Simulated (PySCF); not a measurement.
**Working out the ionisation energy of O**

O [He] 2s2 2p4 (3P) → O⁺ [He] 2s2 2p3 (4S). Computed with PySCF 2.14 in aug-cc-pVTZ-DK, with the spin-free X2C one-electron Hamiltonian (Gaussian nucleus). Frozen: 1s2. Energies in hartree (1 hartree = 27.21139 eV):

```
            part   O (lower)  O⁺ (upper)
             UHF  -74.865096  -74.423233
CCSD correlation   -0.162619   -0.113427
             (T)   -0.003433   -0.001671
```

**Question.** What does Hartree-Fock give?

**Answer.** (-74.423233) − (-74.865096) = 0.441863 hartree = 12.024 eV.

**Question.** What do CCSD and CCSD(T) give?

**Answer.** The CCSD correlation energies differ by 0.049192 hartree = 1.339 eV and the triples by 0.001762 hartree = 0.048 eV, so CCSD gives 13.363 eV and CCSD(T) 13.411 eV.

Measured between the centres of the two terms (NIST): 13.608 eV, so CCSD(T) (valence) is off by -0.197 eV.

What remains against the reference includes basis incompleteness, the frozen core and higher excitations.
